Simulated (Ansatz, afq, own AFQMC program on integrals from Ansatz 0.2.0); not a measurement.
AFQMC on a folder of integrals that Ansatz 0.2.0 wrote.

```yaml
crystal:
  periodic: [false, false, false]
  atoms:
    - {symbol: Si, position_ang: [-0.130217, -0.507043, 0.000000]}
    - {symbol: F, position_ang: [0.070738, 0.415258, -1.281724]}
    - {symbol: F, position_ang: [0.070738, 0.415259, 1.281724]}
    - {symbol: H, position_ang: [0.961743, -1.525831, 0.000001]}
basis:
  gaussian: {orbitals: cc-pVDZ}
magnetization: {spin_polarized: true, initial_magnetization: 1}
correlation: {method: ccsd_t, electrons: outside_noble_gas, hamiltonian_folder: ham}
```

```sh
$ ansatz run in.yaml --threads 1 --pin off --events-out ev --progress --plain --max-ram 16896MiB --backend cuda --devices 0, --max-vram 18GiB
```

Options of the walk:

```
--method phaseless --trial cisd --walkers 4000 --populations 20 --least-time 60 --time-step 0.005 --steps-per-block 50 --equilibration-blocks 28 --max-blocks 4000 --target-error 0.00026 --factor-cut 1e-05 --start spin_pure --seed 1371 --release-times 0.24,0.51,0.99,1.5 --release-step 0.03 --release-every 4 --taylor-order 6
```

Times are imaginary, in 1/Eh. The walk had a cap of 150 s. With eight or more populations the least sampling time is a fifth of least-time, and the error comes from their spread.

Log:

```
orbitals 44  electrons 10 9  factors 329 of 485
reference energy -488.46029323 Eh
CCSD correlation -0.46440881 Eh in 12 cycles, weight of the determinant in the CISD state 0.8883
energy of the start -488.924502 Eh
 block  time / (1/Eh)  mean weight  energy / Eh
     1     0.250  0.9996  -488.918710
     2     0.500  1.0000  -488.924942
     3     0.750  1.0002  -488.927663
     4     1.000  0.9999  -488.930185
     5     1.250  0.9994  -488.931618
    10     2.500  0.9995  -488.933671
    15     3.750  1.0009  -488.934106
    20     5.000  0.9998  -488.935056
    25     6.250  1.0006  -488.934403
    30     7.500  0.9999  -488.933295
    35     8.750  1.0001  -488.934081
    40    10.000  0.9999  -488.934388
    43    10.750  1.0005  -488.936480
    45    11.250  1.0001  -488.932699
    50    12.500  0.9998  -488.933645
    55    13.750  0.9996  -488.933295
    60    15.000  1.0002  -488.932698
    65    16.250  0.9998  -488.933085
    70    17.500  0.9994  -488.932860
    72    18.000  1.0005  -488.931008
    75    18.750  0.9996  -488.933636
    78    19.500  0.9999  -488.934416
error from the spread of 20 populations
released: time / (1/Eh)  energy / Eh  error  mean overlap
  0.24  -488.933556  0.000200  0.9992
  0.51  -488.933726  0.000183  0.9968
  0.99  -488.933816  0.000198  0.9949
  1.50  -488.934260  0.000296  0.9837
energy -488.933695 +/- 0.000182 Eh
(rows thinned)
```

The run passed its tests (sampling time, drift between the halves within three errors, error under three times the target), which doesn't prove that it has relaxed. The second half of the sampling lies above the first by 1.6 errors of their difference, so the energy may still be moving and its error bar be too small.

Against this walk (error 5.0 meV) on the same determinant: CCSD(T) 39.7 meV higher. The error is statistical and leaves out the bias of the constraint. None of these is a sure reference here. The released energies are still falling (meV from the phaseless value at times in 1/Eh: 4 ± 5 at 0.24, -1 ± 5 at 0.51, -3 ± 5 at 0.99, -15 ± 8 at 1.50), so they give no level.

Cautions: constraint bias not in the error.

The walk took 2.1 min on 1 × NVIDIA H100 80GB HBM3 with 2 threads of AMD EPYC 7R13 Processor (Zen 3), on a shared host (the card was shared). The log's last line is the phaseless energy.

A walk keeps the symmetry of its determinant, which the program's search chose and which needn't be the lowest solution, so a lower state of the same spin and another symmetry isn't excluded.
